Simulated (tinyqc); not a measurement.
Worked calculation: UHF in the sto-3g basis, for H2O+, spin multiplicity 2. This run ends on a higher stationary point, not on the lowest solution. One step of it, computed by the program tinyqc.

Question. Iteration 2: building the Fock matrix. J_ij = sum D_kl (ij|kl) with D = D(alpha) + D(beta), K_ij = sum D_kl (ik|jl) for each spin; F = H + J - K(s); E = tr D H + tr D J / 2 - 0.5 sum_s tr D(s) K(s) + E_nn.

D(alpha) after iteration 1, order 1O 1s, 1O 2s, 1O 2px, 1O 2py, 1O 2pz, 2H 1s, 3H 1s:
$$\begin{pmatrix}
1.062420 & -0.268297 & 0.000000 & 0.000000 & -0.011187 & 0.017241 & 0.017241 \\
-0.268297 & 1.152488 & 0.000000 & 0.000000 & 0.061768 & -0.073133 & -0.073133 \\
0.000000 & 0.000000 & 1.000000 & 0.000000 & 0.000000 & 0.000000 & 0.000000 \\
0.000000 & 0.000000 & 0.000000 & 1.064893 & 0.000000 & -0.080338 & 0.080338 \\
-0.011187 & 0.061768 & 0.000000 & 0.000000 & 1.040123 & -0.055007 & -0.055007 \\
0.017241 & -0.073133 & 0.000000 & -0.080338 & -0.055007 & 0.013219 & 0.001097 \\
0.017241 & -0.073133 & 0.000000 & 0.080338 & -0.055007 & 0.001097 & 0.013219
\end{pmatrix}$$

D(beta) after iteration 1, order 1O 1s, 1O 2s, 1O 2px, 1O 2py, 1O 2pz, 2H 1s, 3H 1s:
$$\begin{pmatrix}
1.062328 & -0.267691 & 0.000000 & 0.000000 & -0.010879 & 0.016623 & 0.016623 \\
-0.267691 & 1.148631 & 0.000000 & 0.000000 & 0.059844 & -0.069772 & -0.069772 \\
0.000000 & 0.000000 & 1.000000 & 0.000000 & 0.000000 & 0.000000 & 0.000000 \\
0.000000 & 0.000000 & 0.000000 & 0.000000 & 0.000000 & 0.000000 & 0.000000 \\
-0.010879 & 0.059844 & 0.000000 & 0.000000 & 1.039174 & -0.053483 & -0.053483 \\
0.016623 & -0.069772 & 0.000000 & 0.000000 & -0.053483 & 0.006637 & 0.006637 \\
0.016623 & -0.069772 & 0.000000 & 0.000000 & -0.053483 & 0.006637 & 0.006637
\end{pmatrix}$$

core Hamiltonian H = T + V (hartree), order 1O 1s, 1O 2s, 1O 2px, 1O 2py, 1O 2pz, 2H 1s, 3H 1s:
$$\begin{pmatrix}
-32.518324 & -7.564850 & 0.000000 & 0.000000 & -0.013838 & -1.044147 & -1.044147 \\
-7.564850 & -9.144033 & 0.000000 & 0.000000 & -0.171001 & -2.553092 & -2.553092 \\
0.000000 & 0.000000 & -7.299310 & 0.000000 & 0.000000 & 0.000000 & 0.000000 \\
0.000000 & 0.000000 & 0.000000 & -7.384026 & 0.000000 & -1.423527 & 1.423527 \\
-0.013838 & -0.171001 & 0.000000 & 0.000000 & -7.367616 & -1.323946 & -1.323946 \\
-1.044147 & -2.553092 & 0.000000 & -1.423527 & -1.323946 & -4.325557 & -0.996020 \\
-1.044147 & -2.553092 & 0.000000 & 1.423527 & -1.323946 & -0.996020 & -4.325557
\end{pmatrix}$$

Two-electron integrals (ij|kl) in chemists' order, unique and non-zero (hartree):
```
(11|11) 4.785065    (21|11) 0.741380    (21|21) 0.136873    (22|11) 1.118947
(22|21) 0.256633    (22|22) 0.817206    (31|31) 0.024477    (32|31) 0.037809
(32|32) 0.180518    (33|11) 1.115814    (33|21) 0.256684    (33|22) 0.817023
(33|33) 0.880159    (41|41) 0.024477    (42|41) 0.037809    (42|42) 0.180518
(43|43) 0.047444    (44|11) 1.115814    (44|21) 0.256684    (44|22) 0.817023
(44|33) 0.785270    (44|44) 0.880159    (51|51) 0.024477    (52|51) 0.037809
(52|52) 0.180518    (53|53) 0.047444    (54|54) 0.047444    (55|11) 1.115814
(55|21) 0.256684    (55|22) 0.817023    (55|33) 0.785270    (55|44) 0.785270
(55|55) 0.880159    (61|11) 0.102576    (61|21) 0.018797    (61|22) 0.035084
(61|33) 0.035015    (61|41) 0.000634    (61|42) 0.001198    (61|44) 0.035132
(61|51) 0.000569    (61|52) 0.001075    (61|54) 0.000105    (61|55) 0.035109
(61|61) 0.002614    (62|11) 0.274498    (62|21) 0.063856    (62|22) 0.228240
(62|33) 0.224186    (62|41) 0.003565    (62|42) 0.028387    (62|44) 0.230793
(62|51) 0.003201    (62|52) 0.025490    (62|54) 0.005933    (62|55) 0.229513
(62|61) 0.008958    (62|62) 0.082037    (63|31) 0.006370    (63|32) 0.038203
(63|43) 0.005742    (63|53) 0.005156    (63|63) 0.011109    (64|11) 0.155016
(64|21) 0.036499    (64|22) 0.139294    (64|33) 0.133127    (64|41) 0.008141
(64|42) 0.054410    (64|44) 0.148406    (64|51) 0.001590    (64|52) 0.014553
(64|54) 0.008564    (64|55) 0.136187    (64|61) 0.005323    (64|62) 0.060883
(64|64) 0.055785    (65|11) 0.139194    (65|21) 0.032774    (65|22) 0.125077
(65|33) 0.119539    (65|41) 0.001590    (65|42) 0.014553    (65|44) 0.122947
(65|51) 0.007798    (65|52) 0.051271    (65|54) 0.008802    (65|55) 0.132599
(65|61) 0.004779    (65|62) 0.054669    (65|64) 0.040116    (65|65) 0.047130
(66|11) 0.444230    (66|21) 0.104988    (66|22) 0.432334    (66|33) 0.415825
(66|41) 0.006945    (66|42) 0.078037    (66|44) 0.442955    (66|51) 0.006236
(66|52) 0.070072    (66|54) 0.024360    (66|55) 0.437700    (66|61) 0.014820
(66|62) 0.204478    (66|64) 0.173233    (66|65) 0.155552    (66|66) 0.774606
(71|11) 0.102576    (71|21) 0.018797    (71|22) 0.035084    (71|33) 0.035015
(71|41) -0.000634   (71|42) -0.001198   (71|44) 0.035132    (71|51) 0.000569
(71|52) 0.001075    (71|54) -0.000105   (71|55) 0.035109    (71|61) 0.002579
(71|62) 0.008706    (71|64) 0.004769    (71|65) 0.004650    (71|66) 0.014307
(71|71) 0.002614    (72|11) 0.274498    (72|21) 0.063856    (72|22) 0.228240
(72|33) 0.224186    (72|41) -0.003565   (72|42) -0.028387   (72|44) 0.230793
(72|51) 0.003201    (72|52) 0.025490    (72|54) -0.005933   (72|55) 0.229513
(72|61) 0.008706    (72|62) 0.066013    (72|64) 0.034016    (72|65) 0.042798
(72|66) 0.133531    (72|71) 0.008958    (72|72) 0.082037    (73|31) 0.006370
(73|32) 0.038203    (73|43) -0.005742   (73|53) 0.005156    (73|63) 0.008638
(73|73) 0.011109    (74|11) -0.155016   (74|21) -0.036499   (74|22) -0.139294
(74|33) -0.133127   (74|41) 0.008141    (74|42) 0.054410    (74|44) -0.148406
(74|51) -0.001590   (74|52) -0.014553   (74|54) 0.008564    (74|55) -0.136187
(74|61) -0.004769   (74|62) -0.034016   (74|64) -0.009313   (74|65) -0.021633
(74|66) -0.062861   (74|71) -0.005323   (74|72) -0.060883   (74|74) 0.055785
(75|11) 0.139194    (75|21) 0.032774    (75|22) 0.125077    (75|33) 0.119539
(75|41) -0.001590   (75|42) -0.014553   (75|44) 0.122947    (75|51) 0.007798
(75|52) 0.051271    (75|54) -0.008802   (75|55) 0.132599    (75|61) 0.004650
(75|62) 0.042798    (75|64) 0.021633    (75|65) 0.035984    (75|66) 0.094421
(75|71) 0.004779    (75|72) 0.054669    (75|74) -0.040116   (75|75) 0.047130
(76|11) 0.097052    (76|21) 0.022822    (76|22) 0.089717    (76|33) 0.087412
(76|44) 0.088948    (76|51) 0.001704    (76|52) 0.016710    (76|55) 0.092693
(76|61) 0.003175    (76|62) 0.033044    (76|64) 0.021340    (76|65) 0.024774
(76|66) 0.089665    (76|71) 0.003175    (76|72) 0.033044    (76|74) -0.021340
(76|75) 0.024774    (76|76) 0.017269    (77|11) 0.444230    (77|21) 0.104988
(77|22) 0.432334    (77|33) 0.415825    (77|41) -0.006945   (77|42) -0.078037
(77|44) 0.442955    (77|51) 0.006236    (77|52) 0.070072    (77|54) -0.024360
(77|55) 0.437700    (77|61) 0.014307    (77|62) 0.133531    (77|64) 0.062861
(77|65) 0.094421    (77|66) 0.300834    (77|71) 0.014820    (77|72) 0.204478
(77|74) -0.173233   (77|75) 0.155552    (77|76) 0.089665    (77|77) 0.774606
```

nuclear repulsion = 7.52798148 hartree

Give: Coulomb J; exchange K(alpha); exchange K(beta); F(alpha); F(beta); total energy of this density.

Answer.

Coulomb J (hartree), order 1O 1s, 1O 2s, 1O 2px, 1O 2py, 1O 2pz, 2H 1s, 3H 1s:
$$\begin{pmatrix}
17.4530 & 3.2841 & 0.0000 & 0.0000 & 0.0027 & 0.4515 & 0.4515 \\
3.2841 & 7.9796 & 0.0000 & 0.0000 & 0.0039 & 2.1471 & 2.1471 \\
0.0000 & 0.0000 & 8.0049 & 0.0000 & 0.0000 & 0.0000 & 0.0000 \\
0.0000 & 0.0000 & 0.0000 & 7.9071 & 0.0000 & 1.2764 & -1.2764 \\
0.0027 & 0.0039 & 0.0000 & 0.0000 & 8.0037 & 1.1565 & 1.1565 \\
0.4515 & 2.1471 & 0.0000 & 1.2764 & 1.1565 & 3.8923 & 0.8222 \\
0.4515 & 2.1471 & 0.0000 & -1.2764 & 1.1565 & 0.8222 & 3.8923
\end{pmatrix}$$

exchange K(alpha) (hartree), order 1O 1s, 1O 2s, 1O 2px, 1O 2py, 1O 2pz, 2H 1s, 3H 1s:
$$\begin{pmatrix}
4.9210 & 0.8585 & 0.0000 & 0.0000 & 0.0004 & 0.1252 & 0.1252 \\
0.8585 & 1.4353 & 0.0000 & 0.0000 & 0.0049 & 0.3531 & 0.3531 \\
0.0000 & 0.0000 & 1.1804 & 0.0000 & 0.0000 & 0.0000 & 0.0000 \\
0.0000 & 0.0000 & 0.0000 & 1.1844 & 0.0000 & 0.1647 & -0.1647 \\
0.0004 & 0.0049 & 0.0000 & 0.0000 & 1.1821 & 0.1500 & 0.1500 \\
0.1252 & 0.3531 & 0.0000 & 0.1647 & 0.1500 & 0.1510 & 0.0880 \\
0.1252 & 0.3531 & 0.0000 & -0.1647 & 0.1500 & 0.0880 & 0.1510
\end{pmatrix}$$

exchange K(beta) (hartree), order 1O 1s, 1O 2s, 1O 2px, 1O 2py, 1O 2pz, 2H 1s, 3H 1s:
$$\begin{pmatrix}
4.8950 & 0.8190 & 0.0000 & 0.0000 & 0.0007 & 0.1172 & 0.1172 \\
0.8190 & 1.2518 & 0.0000 & 0.0000 & 0.0079 & 0.3043 & 0.3043 \\
0.0000 & 0.0000 & 1.1315 & 0.0000 & 0.0000 & 0.0000 & 0.0000 \\
0.0000 & 0.0000 & 0.0000 & 0.2940 & 0.0000 & 0.0393 & -0.0393 \\
0.0007 & 0.0079 & 0.0000 & 0.0000 & 1.1341 & 0.1446 & 0.1446 \\
0.1172 & 0.3043 & 0.0000 & 0.0393 & 0.1446 & 0.1133 & 0.0928 \\
0.1172 & 0.3043 & 0.0000 & -0.0393 & 0.1446 & 0.0928 & 0.1133
\end{pmatrix}$$

F(alpha) (hartree), order 1O 1s, 1O 2s, 1O 2px, 1O 2py, 1O 2pz, 2H 1s, 3H 1s:
$$\begin{pmatrix}
-19.9863 & -5.1393 & 0.0000 & 0.0000 & -0.0115 & -0.7178 & -0.7178 \\
-5.1393 & -2.5997 & 0.0000 & 0.0000 & -0.1720 & -0.7591 & -0.7591 \\
0.0000 & 0.0000 & -0.4748 & 0.0000 & 0.0000 & 0.0000 & 0.0000 \\
0.0000 & 0.0000 & 0.0000 & -0.6613 & 0.0000 & -0.3118 & 0.3118 \\
-0.0115 & -0.1720 & 0.0000 & 0.0000 & -0.5460 & -0.3175 & -0.3175 \\
-0.7178 & -0.7591 & 0.0000 & -0.3118 & -0.3175 & -0.5842 & -0.2618 \\
-0.7178 & -0.7591 & 0.0000 & 0.3118 & -0.3175 & -0.2618 & -0.5842
\end{pmatrix}$$

F(beta) (hartree), order 1O 1s, 1O 2s, 1O 2px, 1O 2py, 1O 2pz, 2H 1s, 3H 1s:
$$\begin{pmatrix}
-19.9603 & -5.0998 & 0.0000 & 0.0000 & -0.0118 & -0.7098 & -0.7098 \\
-5.0998 & -2.4163 & 0.0000 & 0.0000 & -0.1750 & -0.7102 & -0.7102 \\
0.0000 & 0.0000 & -0.4259 & 0.0000 & 0.0000 & 0.0000 & 0.0000 \\
0.0000 & 0.0000 & 0.0000 & 0.2291 & 0.0000 & -0.1864 & 0.1864 \\
-0.0118 & -0.1750 & 0.0000 & 0.0000 & -0.4981 & -0.3121 & -0.3121 \\
-0.7098 & -0.7102 & 0.0000 & -0.1864 & -0.3121 & -0.5466 & -0.2666 \\
-0.7098 & -0.7102 & 0.0000 & 0.1864 & -0.3121 & -0.2666 & -0.5466
\end{pmatrix}$$

total energy of this density = -73.774631 hartree
